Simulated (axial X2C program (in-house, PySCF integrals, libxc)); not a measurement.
**Working with the constants of MgF⁻**

A bond curve at the CCSD(T) level, two-component, was computed with an in-house all-electron X2C program for linear molecules (integrals from PySCF) (basis Mg dyall-av3z [10s9p6d4f], F dyall-av3z [7s6p3d2f] (cores contracted in-house)) for the state Ω = 0 (closed shell). Its fit gives Re = 1.8301 Å, ωe = 577.4 cm⁻¹, ωexe = 5.11 cm⁻¹ and αe = 5.731e-03 cm⁻¹; the masses are 23.9850 and 18.9984 u. Two-component means X2C with spin–orbit coupling and atomic mean-field Coulomb and Gaunt terms.

Correlated methods: 10 electrons correlated (number of frozen shells: Mg 2 s, 1 p; F 1 s), 272 virtual spin orbitals or spinors in MP2, 90 natural virtuals in coupled cluster.

Problem. Find the reduced mass, Be and the force constant.

Solution. From the CCSD(T) values: μ = 10.6012 u. Be = 16.8576/(μ Re²) = 0.4748 cm⁻¹. k = 5.8918×10⁻⁷ μ ωe² = 2.08 mdyn/Å.

Problem. Estimate the centrifugal constant by the Kratzer relation.

Solution. D = 4Be³/ωe² = 1.28e-06 cm⁻¹.

Problem. Where do the fundamental and the first overtone lie?

Solution. ν(1←0) = ωe − 2ωexe = 567.2 cm⁻¹; ν(2←0) = 2ωe − 6ωexe = 1124.1 cm⁻¹.

Problem. A Morse curve ties αe to the other constants (Pekeris). How well does that hold?

Solution. αe(Morse) = 6Be²/ωe × (√(ωexe/Be) − 1) = 5.342e-03 cm⁻¹; the CCSD(T) curve gives 5.731e-03 cm⁻¹, a ratio of 0.93.

Problem. Give B0, the J = 1←0 line in GHz and the most populated J at 300 K (kT = 208.5 cm⁻¹).

Solution. B0 = Be − αe/2 = 0.4719 cm⁻¹; 2B0 = 28.3 GHz; J(max) ≈ √(kT/2B0) − 1/2 = 14.4, so J = 14.

One determinant describes the state; a PBE0 search over occupations chose it and may have missed a lower one. Coupled cluster ran in a truncated set of natural virtual spinors; the MP2 energy of the rest was added. (T) has no such correction and the atoms are truncated less, which lowers De at CCSD(T) by a hundredth of an eV or more.
